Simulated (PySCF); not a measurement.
C4H4S.
Atom-mapped SMILES: `[cH:1]1[cH:2][cH:3][s:4][cH:5]1`

Geometry (PBE0-D3(BJ)/def2-TZVP, Å), atoms numbered from 1 in this order:
```xyz
9
C4H4S angstrom
C     -0.606   -0.379    0.684
C      0.726   -0.630    0.272
C      1.118    0.185   -0.749
S     -0.130    1.252   -1.208
C     -1.194    0.620   -0.035
H     -1.106   -0.914    1.480
H      1.367   -1.382    0.712
H      2.071    0.212   -1.255
H     -2.193    1.016    0.065
```

Definitions: NICS(0) = −σiso at the ring centroid; NICS(1) = −σiso and NICS(1)zz = −σzz at ±1 Å along the ring normal z. Level: GIAO B97-2/pcSseg-2 (PySCF, non-relativistic, gas phase) on the PBE0-D3(BJ)/def2-TZVP geometry, one conformer.

Ring bond lengths (Å): C1–C2 1.417, C2–C3 1.364, C3–S4 1.705, S4–C5 1.705, C5–C1 1.364.

Problem. What do the NICS probes read (ppm)?

Solution. 
```tsv
ring	type	NICS(0)	NICS(1), two faces	NICS(1)zz, two faces	rms pucker (Å)	centre to ring atoms, mean (Å)
C1–C2–C3–S4–C5	5-membered ring with S; formal bonds all aromatic	-13.4	-10.5 / -10.5	-30.4 / -30.4	0.00	1.28
```

Problem. What do they say, and how far can they be read as aromaticity?

Solution. 
- C1–C2–C3–S4–C5: mean NICS(1)zz -30.4 ppm, shielded. The ring is flat and has no four-coordinate atom; by the NICS criterion it is aromatic.

Problem. And the bond-length index? HOMA = 1 − mean of α(R − Ropt)² over the ring bonds, with Krygowski's 1993 parameters (CC: Ropt 1.388 Å, α 257.7 Å⁻²; CS: Ropt 1.677 Å, α 94.09 Å⁻²).

Solution. 
- C1–C2–C3–S4–C5: HOMA 0.87; the largest term is that of C1–C2, α(R − Ropt)² = 0.22. The geometric and the magnetic index point the same way.

Problem. At the first NICS(1) probe listed for ring C1–C2–C3–S4–C5, 1 Å off the ring, what do the in-plane components average?

Solution. The isotropic value is a third of the trace: (3 × -10.5 − (-30.4))/2 = -0.6 ppm.

Problem. How shielded are the nuclei of the rings and their hydrogens (means over atoms taken as equivalent)?

Solution. 
| atoms | environment | σ isotropic (ppm) | principal values of the symmetric part, first atom (ppm) |
| --- | --- | --- | --- |
| C1 (×2) | aromatic CH carbon | 52.6 | -32.9, 37.9, 152.9 |
| C3 (×2) | aromatic CH next to a ring sulfur | 52.6 | -39.8, 51.0, 146.7 |
| S4 | thiophene-type sulfur | 272.4 | 147.2, 267.6, 402.5 |
| H6 (×2) | aromatic hydrogen | 24.23 | 21.4, 24.2, 27.0 |
| H8 (×2) | aromatic hydrogen | 24.20 | 21.4, 24.4, 26.7 |

Problem. How do the values depend on the level or the medium?

Solution. 
| level | NICS(0), C1–C2–C3–S4–C5 | mean NICS(1)zz, C1–C2–C3–S4–C5 |
| --- | --- | --- |
| B97-2/pcSseg-2, gas | -13.4 | -30.4 |
| KT3/pcSseg-2, gas | -13.9 | -30.5 |
| PBE0/pcSseg-2, gas | -13.3 | -30.6 |
| wB97X-D/pcSseg-2, gas | -12.8 | -30.0 |
| WP04/pcSseg-2, IEF-PCM chloroform | -13.2 | -28.6 |
| wB97X-D/pcSseg-2, IEF-PCM chloroform | -12.5 | -30.0 |

The geometry is the same throughout; the continuum's cavity takes Bondi-type radii × 1.2.
